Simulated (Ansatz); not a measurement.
Mulliken charges of C2H4S2 (`CC1SS1`) from B3LYP/def2-TZVPP in Ansatz (PBE0-D4/def2-TZVP geometry).

```
atom   x (Å)   y (Å)   z (Å)  charge (e)
  C1  -0.294   0.826  -0.152      -0.227
  C2  -0.062  -0.633   0.100      -0.011
  S3   1.233  -1.119   1.241      -0.078
  S4   1.246  -1.468  -0.798      -0.078
  H5   0.656   1.354  -0.236       0.096
  H6  -0.861   0.964  -1.076       0.087
  H7  -0.872   1.263   0.667       0.087
  H8  -0.955  -1.245   0.199       0.124
```

**Question.** By hand: the dipole of these point charges (1 e Å = 4.8032 D).

**Answer.** Σ q r = (-0.332, 0.191, -0.035) e Å, of length 0.385 e Å = 1.85 D.

**Question.** How does the dipole of the full density compare? (An estimate is asked.)

**Answer.** Computed: (-0.327, 0.219, -0.040) e Å, 1.90 D; the point charges give 0.97 times that, at 4° from its direction.

Point charges leave out the atoms' own dipoles, such as those of lone pairs, and Mulliken's split depends on the basis, so the close match here is no proof of good charges.

B3LYP here is the variant with VWN-RPA as its local correlation; programs differ in this.
